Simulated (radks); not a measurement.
**Nuclear size and the levels of Cl³⁺**

One table from this session's results is given with a row withheld; the runs are named, their logs left out.

The numbers are computed with radks (a radial shooting solver on a logarithmic mesh, Libxc functionals) version 1 (Dirac Kohn-Sham, PBE, spin-unpolarised, spherical densities, finite nucleus; open shells are shared between the two j in proportion to 2j + 1), except any that are marked as measured or tabulated.

## What is computed

```
element            : chlorine (Z = 17)
charge             : +3
electrons          : 14
configuration      : [Ne] 3s2 3p2
nuclear rms radius : 3.3654 fm
```

The outer shells:

Cl³⁺
```
[Ne] core
3s [↑↓]
3p [↑ ][↑ ][  ]
```

Set-up of the first run:

Settings of this run:

```text
Z 17
configuration [Ne] 3s2 3p2 4s0 3d0
relativity Dirac
functional pbe,pbe
spin unpolarised
j_filling average
nucleus finite rms 3.3654 fm
c 137.035999084
```

Steps of the session up to this table: rms radius 3.3654 fm.

One of the session's tables, all rows but one given; the rest of the session is left out.

It belongs to the step «rms radius 3.3654 fm». From the orbitals of this run (lengths in bohr):

| level | <r> | outermost maximum (interpolated) | 90 % within | nodes |
| --- | --- | --- | --- | --- |
| 2p1/2 | 0.4040 | 0.300 | 0.671 | 0 |
| 2p3/2 | 0.4063 | 0.302 | 0.674 | 0 |
| 3s1/2 | ? | ? | ? | ? |
| 3p1/2 | 1.514 | 1.31 | 2.29 | 1 |
| 3p3/2 | 1.520 | 1.31 | 2.30 | 1 |
| 3d3/2 | 1.824 | 1.46 | 2.90 | 0 |
| 3d5/2 | 1.825 | 1.46 | 2.90 | 0 |
| 4s1/2 | 3.272 | 3.08 | 4.67 | 3 |

Q: Estimate the row for 3s1/2 from the others.

As computed: <r>: 1.396; outermost maximum (interpolated): 1.23; 90 % within: 2.07; nodes: 2. In the column «<r>» it lies between 2p3/2 (0.4063) and 3p1/2 (1.514).
